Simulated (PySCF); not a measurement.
Species: copper monofluoride, CuF (singlet state).
Numbering: `[F:1][Cu:2]`

Theory: core-valence-separated Tamm–Dancoff BHandHLYP/aug-pcX-1 (def2-SVPD on Cu) in PySCF, non-relativistic, gas phase, PBE0-D3(BJ)/def2-SVP geometry. No empirical shift is added; at this level the pattern usually sits a few eV under experiment.

Give energies, oscillator strengths and core holes at the F K edge.

```tsv
E (eV)	f	core hole on	main final orbital	polarisation
679.22	0.0123	F1	LUMO (92 %)	along the axis
682.60	0.0162	F1	LUMO+1/LUMO+2 (2 roots, f summed)	across the axis
683.67	0.0003	F1	LUMO+3 (94 %)	–
685.11	0.0064	F1	LUMO+4 (89 %)	along the axis
686.93	0.0091	F1	LUMO+5 (89 %)	along the axis
```

The first line with a tenth or more of the strongest one's intensity is at 679.22 eV (f = 0.012), with the hole on F1 (fluorine bonded to Cu), polarised along the axis. The strongest listed is at 682.60 eV (f = 0.016, sum of 2; F1).

Roots within 0.03 eV whose holes lie on the same, on equivalent or on shared atoms are summed into one line, and the highest roots are left out, as the search may have cut off their partners. Final orbitals are the ground state's empty Kohn–Sham orbitals. A dash: too weak, shared between unlike atoms, or no plane or axis to refer to.

What is the summed oscillator strength of the listed F K lines, and their intensity-weighted mean energy?

Σf = 0.044 over 5 lines from 679.22 to 686.93 eV; the weighted mean is 682.92 eV. The strongest line holds 37 % of the sum.

The list ends where the root search ended, not at a threshold.
